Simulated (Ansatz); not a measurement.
Process, species as SMILES: F (HF) → [F-] + H+
B3LYP-D3(BJ)/def2-TZVP geometries, fixed; electronic energies without zero-point terms.

The deprotonation energy at MP2 with Ansatz (an electronic-structure program), in kcal/mol, split into its Hartree-Fock and correlation parts. Cores are frozen. No added dispersion term, no relativity. Functions are those of the species that has most. These sets lack the diffuse functions that anions need.

```tsv
basis	X	functions	Hartree-Fock	MP2
cc-pVDZ	2	19	409.82	418.19
cc-pVTZ	3	44	397.40	399.32
cc-pVQZ	4	85	390.71	388.10
cc-pV5Z	5	146	385.65	379.11
```

Worked estimate of the basis-set limit from each neighbouring pair, with Hartree-Fock from the larger set and the correlation part extrapolated as X^-3.
Correlation parts: X = 2: 8.37, X = 3: 1.92, X = 4: -2.61, X = 5: -6.54.
- (2,3): (27·(1.92) - 8·(8.37))/19 = -0.80; with Hartree-Fock 397.40 the estimate is 396.60 kcal/mol.
- (3,4): (64·(-2.61) - 27·(1.92))/37 = -5.92; with Hartree-Fock 390.71 the estimate is 384.79 kcal/mol.
- (4,5): (125·(-6.54) - 64·(-2.61))/61 = -10.66; with Hartree-Fock 385.65 the estimate is 374.99 kcal/mol.
The last two estimates differ by 9.81 kcal/mol; the largest set lies 4.12 from the last. Over the last step Hartree-Fock moves by -5.06 and the correlation part by -3.93.
